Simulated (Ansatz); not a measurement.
**CH3BO: one structure at several levels**

One table from this session's results is given with a row withheld; the runs are named, their logs left out.

Method: single points in def2-TZVPP; program: Ansatz 0.2.0, Gaussian basis.

Cores are frozen in the correlated methods.

### The system as given

SMILES `CB=O`, 6 atoms, charge 0, spin multiplicity 1.

Atoms are counted from 1 here; the program's logs count them from 0.

Bond lengths: C1–B2 1.444 Å, C1–H4 1.021 Å, C1–H5 1.314 Å, C1–H6 1.174 Å, B2–O3 1.126 Å. Angles: B2–C1–H4 119.8°, B2–C1–H5 108.1°, B2–C1–H6 112.4°, H4–C1–H5 109.3°, H4–C1–H6 104.9°, H5–C1–H6 100.6°, C1–B2–O3 177.3°.

As a file:

```xyz
6

C    -0.31850    0.26600   -0.07790
B     0.72930   -0.57250    0.45430
O     1.51050   -1.25020    0.90050
H    -1.10740    0.52960    0.51350
H     0.23770    1.35120   -0.56870
H    -0.80530   -0.18540   -1.04670
```

Set-up of the first run:

Contents of run/in.yaml:

```yaml
crystal:
  periodic: [false, false, false]
  atoms:
    - {symbol: C, position_ang: [-0.318500, 0.266000, -0.077900]}
    - {symbol: B, position_ang: [0.729300, -0.572500, 0.454300]}
    - {symbol: O, position_ang: [1.510500, -1.250200, 0.900500]}
    - {symbol: H, position_ang: [-1.107400, 0.529600, 0.513500]}
    - {symbol: H, position_ang: [0.237700, 1.351200, -0.568700]}
    - {symbol: H, position_ang: [-0.805300, -0.185400, -1.046700]}
basis:
  gaussian: {orbitals: def2-TZVPP}
correlation: {method: ccsd_t}
output: {forces: true}
```

The command line of these runs was not kept.

Among the steps run: CCSD(T)/def2-TZVPP; PBE0-D4/def2-TZVPP; wB97M-V/def2-TZVPP; r2SCAN-D4/def2-TZVPP; PBE-D4/def2-TZVPP; SPW92/def2-TZVPP; r2SCANh-D4/def2-TZVPP.

One table of the session follows, with a row left open; its other results are not shown here.

| method | RMS force component (eV/Å) | angle to CCSD(T) forces (°) | dipole (D) |
| --- | --- | --- | --- |
| CCSD(T) | 3.559 | reference | 3.32 |
| PBE0-D4 | 3.359 | 2.7 | 3.50 |
| wB97M-V | 3.373 | 2.5 | 3.48 |
| r2SCAN-D4 | 3.441 | 2.4 | 3.47 |
| PBE-D4 | 3.575 | 4.0 | 3.34 |
| SPW92 | ? | ? | ? |
| r2SCANh-D4 | 3.375 | 2.6 | 3.52 |

Estimate the missing values for SPW92.

As computed: RMS force component (eV/Å): 3.403; angle to CCSD(T) forces (°): 5.5; dipole (D): 3.46. In the column «RMS force component (eV/Å)» it lies between r2SCANh-D4 (3.375) and r2SCAN-D4 (3.441).
